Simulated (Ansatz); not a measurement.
## Scan of [Br···H···S], triplet

Starting geometry:

```xyz
3

Br    0.0000    0.0000   -1.6742
H     0.0000    0.0000   -0.2536
S     0.0000    0.0000    1.9278
```

From there H2 is moved from one fragment to the other while all else, the fragments' distance too, stays fixed, so the hump isn't the reaction's barrier; atoms are numbered as listed. Energies are in kJ/mol, counted from the starting geometry at the same level.

Basis cc-pVDZ; Ansatz 0.2.0. Only valence electrons are correlated (noble-gas cores and the filled d shells of p-block atoms frozen). Prefix R: restricted or restricted open-shell reference; prefix U: unrestricted. Active spaces: valence = (14e, 9o) chosen from the atoms' valence shells. No spin–orbit coupling is included, and no scalar relativity.

Unrestricted rows (U) aren't spin-pure: their determinants' ⟨S²⟩ exceeds S(S+1) by up to 0.13, so they mix in states of higher spin. HF rows are the lowest solutions found. Coupled cluster chose its determinant by trial CCSD, here up to 0.31 eV above the lowest Hartree–Fock solution of its kind, and MP2 stands on that determinant too. Runs in a small pair space aren't shown, since their orbitals change along the scan. A value is left out where its run failed or describes another state than the reference as far as symmetry and spin tell, or, spin-broken singlets apart, can't be checked. The reference follows the lowest state, whose symmetry changes from Σ⁻ or Δ to Π between 1.764 and 1.879.

Full CI isn't at hand for all of this; UCCSDT(Q) serves as the reference, and is uncertain by about the last step of the cluster series. The frozen core follows each run's orbitals, which can shift R against U totals by a few meV for light atoms and by up to 0.1 eV past Ca.

```csv
distance Br1-H2 (Å),UCCSDT(Q),error RHF,error RMP2,error RCCSDT,error RCCSDT(Q),error CASSCF (valence space),error MRCISD+Q (valence space)
1.321,17.0,-4.8,-0.6,-0.1,0.0,-0.2,-0.3
1.421,0.0,0.0,0.0,0.0,0.0,0.0,0.0
1.535,10.2,6.2,0.8,0.1,0.0,1.0,0.3
1.650,36.3,12.7,1.6,0.2,0.0,3.0,0.6
1.764,67.3,18.5,2.5,0.4,0.0,5.9,0.7
1.879,88.8,–,10.3,0.4,0.0,–,–
1.993,78.9,38.5,15.6,0.3,0.1,0.3,1.1
2.108,58.3,18.9,9.9,0.2,0.2,-1.5,0.9
2.222,44.2,6.1,6.0,0.1,0.2,-2.9,0.4
```

Errors are those of relative energies. In total energy the starting point itself misses UCCSDT(Q) by: RHF 670.8, RMP2 96.1, RCCSDT 1.0, RCCSDT(Q) 0.0, CASSCF (valence space) 625.2, MRCISD+Q (valence space) 1.0 kJ/mol.

Spread of the error over the points with a reference, to 2.222 Å (largest less smallest): RCCSDT(Q) 0.2, RCCSDT 0.5, MRCISD+Q (valence space) 1.4 (8 of 9 points), CASSCF (valence space) 8.7 (8 of 9 points), RMP2 16.3, RHF 43.3 (8 of 9 points) kJ/mol.
